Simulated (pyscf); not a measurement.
Structures and frequencies: ωB97X-D3(BJ)/def2-SVP in PySCF.

Problem. For the elementary gas-phase step `[CH3][Zn][SH]` + `[H][H]` -> `[CH4]` + `[SH][ZnH]` (singlet surface; C–Zn, H–H broken, C–H, H–Zn formed), what barrier and reaction energy does M06-2X/def2-TZVP give, measured from the separated reactants?

Solution. ΔE‡ = 43.1 kcal/mol, ΔE = -7.8 kcal/mol. ωB97M-D3(BJ)/def2-TZVP gives 43.1 kcal/mol and -10.1 kcal/mol. Zero-point energy shifts the barrier by +1.9 kcal/mol. It is a four-centre exchange, with an imaginary mode of 1639i cm⁻¹. At the saddle there is also a short H–Zn contact that neither side keeps. The same reactants have a lower exit, to H₃C–ZnH + H₂S (barrier +35.6 kcal/mol at ωB97M-D3(BJ)/def2-TZVP, against +43.1 kcal/mol here). One saddle was located; it need not be the lowest between these sides. Elements up to Kr have no core potential and no relativistic terms here.
